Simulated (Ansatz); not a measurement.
# H₂S (singlet): wave-function methods side by side at angle H2–S1–H3 = 92.3°, cc-pVDZ

Aim: climb from Hartree-Fock through coupled cluster and multireference methods for H₂S (singlet) at one geometry and basis, and see what each rung misses.

The runs use Ansatz 0.2.0, Gaussian basis; cc-pVDZ, core rule «outside noble gas», up to 5 orbitals frozen.

Plan: UHF; CCSD(T) on RHF; BCCD(T) on RHF; CISD; CCSDT(Q) on RHF; CCSDTQ on RHF; CASSCF and MRCISD+Q, 2 electrons in 2 orbitals; CASSCF and NEVPT2, 2 electrons in 2 orbitals; CASSCF and MRCISD+Q, 8 electrons in 6 orbitals; CASSCF and NEVPT2, 8 electrons in 6 orbitals; Full CI.

14 further runs of the same task are left out: 11 that didn't finish, 3 set aside as unsound or not needed. Runs told in other sessions of the task aren't counted.

### 1 The geometry

The geometry derives from a PBE0/def2-TZVP stationary point (not a proven minimum). One angle is set to the value named; bond lengths are kept.

3 atoms, charge 0, spin multiplicity 1.

Atoms are counted from 1 here; the program's logs count them from 0.

Bond lengths: S1–H2 1.341 Å, S1–H3 1.341 Å. Angles: H2–S1–H3 92.3°.

Coordinates:

```
S     0.00000   -0.05496    0.00000
H     0.00000    0.87419   -0.96720
H     0.00000    0.87419    0.96721
```

### 2 UHF

in.yaml

```yaml
crystal:
  periodic: [false, false, false]
  atoms:
    - {symbol: S, position_ang: [0.000000, -0.054959, 0.000000]}
    - {symbol: H, position_ang: [0.000000, 0.874191, -0.967203]}
    - {symbol: H, position_ang: [0.000000, 0.874188, 0.967206]}
basis:
  gaussian: {orbitals: cc-pVDZ}
magnetization: {spin_polarized: true, initial_magnetization: 0}
hamiltonian: {xc: hf}
output: {orbitals: {seedname: orbitals}}
```

The run is started by

```sh
$ ansatz run in.yaml --threads 1 --pin off --events-out ev --progress --plain --max-ram 2393MiB
```

Further steps of the session: CCSD(T) on RHF; BCCD(T) on RHF; CISD; CCSDT(Q) on RHF; CCSDTQ on RHF; CASSCF and MRCISD+Q, 2 electrons in 2 orbitals; CASSCF and NEVPT2, 2 electrons in 2 orbitals; CASSCF and MRCISD+Q, 8 electrons in 6 orbitals; CASSCF and NEVPT2, 8 electrons in 6 orbitals; Full CI.

**Question.** What will the summary of the whole plan be? Wanted: FCI from the RHF energy; RMP2 from FCI; RCCSD from FCI; RCCSD(T) from FCI; RCCSDT(Q) from FCI; NEVPT2 pair from FCI; MRCISD+Q pair from FCI; NEVPT2 valence from FCI; T1 diagnostic.

As calculated:

| quantity | value |
| --- | --- |
| FCI from the RHF energy | -4.6563 eV |
| RMP2 from FCI | +721.9 meV |
| RCCSD from FCI | +109.3 meV |
| RCCSD(T) from FCI | +18.6 meV |
| RCCSDT(Q) from FCI | +0.9 meV |
| NEVPT2 pair from FCI | +728.2 meV |
| MRCISD+Q pair from FCI | -11.9 meV |
| NEVPT2 valence from FCI | +811.9 meV |
| levels within 1 kcal/mol (43 meV) | RCCSD(T), BCCD(T), RCCSDT, RCCSDT(Q), RCCSDTQ, MRCISD+Q pair, MRCISD+Q valence |
| T1 diagnostic | 0.007 |
| effectively unpaired electrons | 0.04 |

In words: RCCSD(T) misses by +18.6 meV, 0.4 % of the correlation energy. MRCISD+Q pair, MRCISD+Q valence fall below full CI: the +Q correction isn't variational, and the cores differ from full CI's. One determinant dominates. Of the multireference levels listed MRCISD+Q valence comes nearest in total energy (-7.6 meV), which doesn't show that its space is the better one. These misses are within one basis, not against nature.
